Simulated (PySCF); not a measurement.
**Shieldings and the share of exact exchange**

Molecule: (Chloromethyl)cyclopropane (SMILES C1C(CCl)C1).

Molfile (atoms numbered from 1):
```
C4H7Cl
     RDKit          3D

 12 12  0  0  0  0  0  0  0  0999 V2000
    2.6582    0.1686   -0.7146 Cl  0  0  0  0  0  0  0  0  0  0  0  0
    1.3089   -0.5110    0.2568 C   0  0  0  0  0  0  0  0  0  0  0  0
   -0.0107   -0.3311   -0.4228 C   0  0  0  0  0  0  0  0  0  0  0  0
   -0.7063    0.9930   -0.3596 C   0  0  0  0  0  0  0  0  0  0  0  0
   -1.2472   -0.1686    0.4181 C   0  0  0  0  0  0  0  0  0  0  0  0
    1.3287    0.0031    1.2285 H   0  0  0  0  0  0  0  0  0  0  0  0
    1.5425   -1.5723    0.4201 H   0  0  0  0  0  0  0  0  0  0  0  0
   -0.1172   -0.8982   -1.3532 H   0  0  0  0  0  0  0  0  0  0  0  0
   -0.2089    1.7968    0.1911 H   0  0  0  0  0  0  0  0  0  0  0  0
   -1.2519    1.3293   -1.2445 H   0  0  0  0  0  0  0  0  0  0  0  0
   -2.1666   -0.6494    0.0744 H   0  0  0  0  0  0  0  0  0  0  0  0
   -1.1295   -0.1603    1.5058 H   0  0  0  0  0  0  0  0  0  0  0  0
  1  2  1  0
  2  3  1  0
  3  4  1  0
  4  5  1  0
  5  3  1  0
  2  6  1  0
  2  7  1  0
  3  8  1  0
  4  9  1  0
  4 10  1  0
  5 11  1  0
  5 12  1  0
M  END
```

GIAO shieldings (ppm, equivalent atoms averaged) in PySCF 2.14 on the PBE0-D3(BJ)/def2-SVP geometry, basis pcSseg-2, gas phase, non-relativistic:

```tsv
functional	exact exchange (%)	σ(Cl1)	σ(C2)	σ(C3)	σ(C4/C5)
BLYP	0	792.5	113.5	155.3	166.1
BP86	0	807.9	119.0	160.0	170.1
PBE	0	808.7	119.2	160.3	170.5
B3LYP	20	818.2	119.9	161.1	171.2
PBE0	25	838.9	126.6	167.0	176.2
BHandHLYP	50	851.3	128.0	168.5	177.7
HF	100	900.3	140.0	179.6	187.1
```

Q: Fit each shielding as a line in the percentage of exact exchange.

A: σ(Cl1) = 804.0 + 0.97 x (rms 6.7 ppm); σ(C2) = 117.4 + 0.23 x (rms 2.3 ppm); σ(C3) = 158.7 + 0.21 x (rms 2.0 ppm); σ(C4/C5) = 169.1 + 0.18 x (rms 1.7 ppm). The functionals also differ in their semilocal parts, which the line can't hold; Hartree–Fock has no correlation at all.

Q: What does the line predict for mPW1PW91 (25 %), and what does the run give?

A: σ(Cl1): 828.2 predicted, 837.3 computed; σ(C2): 123.2 predicted, 125.9 computed; σ(C3): 163.9 predicted, 166.3 computed; σ(C4/C5): 173.6 predicted, 175.5 computed ppm.
